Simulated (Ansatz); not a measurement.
Input file:

```yaml
crystal:
  periodic: [false, false, false]
  atoms:
    - {symbol: Al, position_ang: [0.000000, -0.062091, 1.497325]}
    - {symbol: Mg, position_ang: [0.000000, 0.000550, -1.692804]}
    - {symbol: H, position_ang: [0.000000, 1.648844, 0.737603]}
basis:
  gaussian: {orbitals: def2-mTZVP}
correlation: {active_space: {ras: {orbitals: [3, 0, 26], electrons: 6, max_holes: 2, max_particles: 2}, fixed_orbitals: true}}
scf: {lower_state_search: off}
```

```sh
$ ansatz run in.yaml --threads 1 --pin off --events-out ev --progress --plain --max-ram 2393MiB
```

The program prints:

```
these checks for a lower state are left out or cut short: stability, starts, cluster_reference, orbital_swaps, neighbouring_geometries, increment
375 factors; integrals over basis functions are off by at most 5.5e-4 eV
mean field evaluation 1: about -12028.4029 eV, gradient 6.7e0 eV
mean field evaluation 2: about -12028.4043 eV, gradient 6.7e0 eV
mean field evaluation 4: about -12028.7331 eV, gradient 5.4e-1 eV
mean field evaluation 8: about -12028.7362 eV, gradient 5.9e-4 eV
mean field -12028.73619027 eV, -442.0479016221 hartree, gradient 3.0e-6 eV, S^2 0.000000; 0 other end points of the search recorded, 0 dependent functions left out
reference -12028.73619027 eV, -442.0479016221 hartree; 13, 13 occupied and 26, 26 virtual orbitals, 375 factors
state -12031.00273083 eV, -442.1311954514 hartree
Total energy: -12031.00273083 eV, -442.1311954514 hartree
Checks for a lower state left out: stability, starts, cluster_reference, orbital_swaps, neighbouring_geometries, increment
```

Natural occupations: 1.9639 1.9284 1.9059 0.0534 0.0374 0.0364 0.0185 0.0181 0.0163 0.0063 0.0041 0.0033 0.0028 0.0017 0.0014 0.0005 0.0005 0.0005 0.0002 0.0002 0.0001 0.0000 0.0000 0.0000.

Ran on 1 thread of Arm Neoverse V1, shared host: 0.48 s wall, 0.16 GiB peak host memory.
